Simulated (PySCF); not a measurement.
Compound: carbon monoxide, CO.
InChI=1S/CO/c1-2

The closed-shell ground state was solved at several levels (PySCF, density fitting, gas phase, non-relativistic). Geometry: GFN2-xTB; no solvent, vibrations or thermal averaging.

```csv
level,basis functions,HOMO (eV),LUMO (eV),gap (eV),dipole (D)
B3LYP/def2-SVPD,43,-10.50,-1.09,9.41,0.12
PBE0/pcSseg-1,34,-10.69,-0.56,10.13,0.04
```

**Question.** Estimate the row for B3LYP/pcJ-1, a basis of 54 functions; the other rows only guide the guess.

**Answer.** HOMO -10.41 eV, LUMO -0.88 eV, gap 9.53 eV, dipole 0.01 D.

**Question.** Over all these levels, which gives the widest orbital gap and which the narrowest?

**Answer.** PBE0/pcSseg-1 (global hybrid, 25 % exact exchange) has the widest, 10.13 eV, and B3LYP/def2-SVPD (global hybrid, 20 % exact exchange) the narrowest, 9.41 eV. Functional and basis both differ between the two, so the spread mixes both effects.

**Question.** How far do the dipole and the HOMO energy spread over the levels?

**Answer.** The dipole runs from 0.01 to 0.12 D (mean 0.06 D) and the HOMO from -10.69 to -10.41 eV.
